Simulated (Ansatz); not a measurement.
# C₂H₄Si: one structure at several levels

How do the functionals fare away from a minimum? The structure is a structure displaced at random from a GFN2-xTB minimum.

The runs use Ansatz 0.2.0, Gaussian basis; single points in def2-TZVPP.

Cores are frozen in the correlated methods. B3LYP uses VWN-RPA correlation.

## 1. Where the work starts

7 atoms, charge 0, spin multiplicity 1.

Atoms are counted from 1 here; the program's logs count them from 0.

Bond lengths: C1–Si2 1.833 Å, C1–C3 1.625 Å, C1–H4 1.083 Å, Si2–C3 1.908 Å, Si2–H5 1.519 Å, C3–H6 1.151 Å, C3–H7 1.097 Å. Angles: Si2–C1–C3 66.6°, Si2–C1–H4 122.2°, C3–C1–H4 117.6°, C1–Si2–C3 51.5°, C1–Si2–H5 168.2°, C3–Si2–H5 135.0°, C1–C3–Si2 61.9°, C1–C3–H6 114.2°, C1–C3–H7 123.9°, Si2–C3–H6 120.0°, Si2–C3–H7 122.1°, H6–C3–H7 108.4°.

Geometry (Å):

```
C    -0.5812   -0.8617   -0.5487
Si    0.0933    0.8090   -0.8877
C     0.2928   -0.2575    0.6814
H    -1.6370   -1.0343   -0.3774
H     0.7626    2.0602   -1.4290
H     1.2812   -0.8147    0.8771
H    -0.1340    0.0405    1.6475
```

## 2. CCSD(T)/def2-TZVPP

The input, run/in.yaml:

```yaml
crystal:
  periodic: [false, false, false]
  atoms:
    - {symbol: C, position_ang: [-0.581200, -0.861700, -0.548700]}
    - {symbol: Si, position_ang: [0.093300, 0.809000, -0.887700]}
    - {symbol: C, position_ang: [0.292800, -0.257500, 0.681400]}
    - {symbol: H, position_ang: [-1.637000, -1.034300, -0.377400]}
    - {symbol: H, position_ang: [0.762600, 2.060200, -1.429000]}
    - {symbol: H, position_ang: [1.281200, -0.814700, 0.877100]}
    - {symbol: H, position_ang: [-0.134000, 0.040500, 1.647500]}
basis:
  gaussian: {orbitals: def2-TZVPP}
correlation: {method: ccsd_t}
output: {forces: true}
```

No record of the launch command was kept for these runs.

## 3. PBE0-D4/def2-TZVPP

Edit run/in.yaml of step 2 so:

```diff
@@ -12,3 +12,3 @@
   gaussian: {orbitals: def2-TZVPP}
-correlation: {method: ccsd_t}
-output: {forces: true}
+hamiltonian: {xc: pbe0, dispersion: d4}
+output: {forces: true, orbitals: {seedname: orbitals}}
```

## 4. wB97M-V/def2-TZVPP

Edit run/in.yaml of step 3 so:

```diff
@@ -12,3 +12,3 @@
   gaussian: {orbitals: def2-TZVPP}
-hamiltonian: {xc: pbe0, dispersion: d4}
-output: {forces: true, orbitals: {seedname: orbitals}}
+hamiltonian: {xc: {name: wB97M-V}}
+output: {forces: true}
```

## 5. r2SCAN-D4/def2-TZVPP

Edit run/in.yaml of step 4 so:

```diff
@@ -12,3 +12,3 @@
   gaussian: {orbitals: def2-TZVPP}
-hamiltonian: {xc: {name: wB97M-V}}
+hamiltonian: {xc: r2scan, dispersion: d4}
 output: {forces: true}
```

## 6. PBE-D4/def2-TZVPP

Edit run/in.yaml of step 5 so:

```diff
@@ -12,3 +12,3 @@
   gaussian: {orbitals: def2-TZVPP}
-hamiltonian: {xc: r2scan, dispersion: d4}
+hamiltonian: {xc: pbe, dispersion: d4}
 output: {forces: true}
```

## 7. B3LYP-D4/def2-TZVPP

Edit run/in.yaml of step 6 so:

```diff
@@ -12,3 +12,3 @@
   gaussian: {orbitals: def2-TZVPP}
-hamiltonian: {xc: pbe, dispersion: d4}
+hamiltonian: {xc: {name: B3LYP}, dispersion: d4}
 output: {forces: true}
```

## 8. BHLYP-D4/def2-TZVPP

Edit run/in.yaml of step 7 so:

```diff
@@ -12,3 +12,3 @@
   gaussian: {orbitals: def2-TZVPP}
-hamiltonian: {xc: {name: B3LYP}, dispersion: d4}
+hamiltonian: {xc: {name: BHLYP}, dispersion: d4}
 output: {forces: true}
```

(Steps that only read results are left out.)

**Question.** What will these runs give? Wanted: energy less free atoms, CCSD(T)/def2-TZVPP; RMS force component; RMS force error; HOMO and LUMO, PBE0-D4; T1 diagnostic.

As calculated:

| quantity | value |
| --- | --- |
| energy less free atoms, CCSD(T)/def2-TZVPP | -541.9 kcal/mol |
| RMS force component | 0.964 to 1.211 eV/Å over the methods |
| RMS force error | PBE0-D4 0.291, wB97M-V 0.293, r2SCAN-D4 0.218, PBE-D4 0.214, B3LYP-D4 0.175, BHLYP-D4 0.316 eV/Å |
| HOMO and LUMO, PBE0-D4 | -5.86 and -2.30 eV |
| T1 diagnostic | 0.030 |

What this shows: Against CCSD(T) the functionals' energies less atoms differ by -32.0 to +12.4 kcal/mol, PBE-D4 by -32.0 kcal/mol. CCSD(T) in triple zeta still lacks some correlation energy of the bonds, so part of these gaps is its own basis error and they don't rank the functionals. For forces B3LYP-D4 does best and BHLYP-D4 worst. Frozen-core CCSD(T) forces in triple zeta carry basis errors of their own, and this is one geometry, so small gaps rank nothing. The T1 diagnostic is large here, over the usual mark for main-group molecules (transition-metal compounds often pass it harmlessly), so CCSD(T) itself may be off. The restricted Hartree–Fock reference is unstable towards an unrestricted one at one or more of these structures.
